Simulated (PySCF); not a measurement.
Start geometry of ketene (`C=C=O`) from GFN2-xTB (Å):
```
atom  x, y, z in Å
C1    -0.501    0.015    0.150
C2     0.731   -0.020   -0.227
O3     1.841   -0.053   -0.566
H4    -1.111   -0.866    0.135
H5    -0.951    0.927    0.490
```

Q: What comes out of this run: CAM-B3LYP/def2-TZVP geometry optimisation, gas phase in PySCF 2.14.0?

A: 
```
atom  x, y, z in Å
C1    -0.480   -0.014    0.240
C2     0.686    0.018   -0.345
O3     1.718    0.046   -0.862
H4    -1.026   -0.941    0.289
H5    -0.884    0.891    0.663
```

The energy falls by 0.38 kcal/mol over 7 energy and gradient evaluations, the largest force component goes from 0.0296 to 2.9e-04 Eh/bohr, and the atoms move by 0.016 Å rms after alignment. The bond that changes most is C1=C2 (outer carbon of cumulated double bonds to central carbon of a ketene), which lengthens by 0.016 Å. Bonds longer at the end by more than 0.005 Å: 3 of 4; shorter: 1. Among the angles that change most is H4–C1–H5, from 117.7° to 120.9°. Rotational constants go from 298038, 10451, 10097 to 285115, 10419, 10052 MHz. The orientation of the end geometry is arbitrary; only internal coordinates are fixed.

The run used 105 basis functions and 54 SCF cycles in all.

CAM-B3LYP/def2-TZVP frequencies: not computed here.
